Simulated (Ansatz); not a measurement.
```xyz
9

S     0.0139    0.0358    1.2221
C    -0.0428    1.2141   -0.0114
C    -0.0292   -1.2433   -0.0505
C     0.0189    0.7335   -1.2301
C    -0.0004   -0.6701   -1.3001
H     0.0395    2.2805    0.2222
H     0.0233   -2.3190    0.1657
H    -0.0264    1.3481   -2.1539
H     0.0394   -1.2966   -2.2041
```

RHF-MP2 on singlet C₄H₄S was run in several spherical basis sets with Ansatz (development build ahead of 0.2.0). Frozen core: 9 orbitals.

Question: Rank the basis sets by the total energy that they give, lowest first, with the distance from the lowest.
A. def2-SVP
B. 6-31G(d)
C. cc-pVDZ

Answer: C (0.00 eV), B (1.82 eV), A (7.02 eV).

Totals follow the description of the cores as much as that of the bonds, so this order isn't one of quality for chemistry.
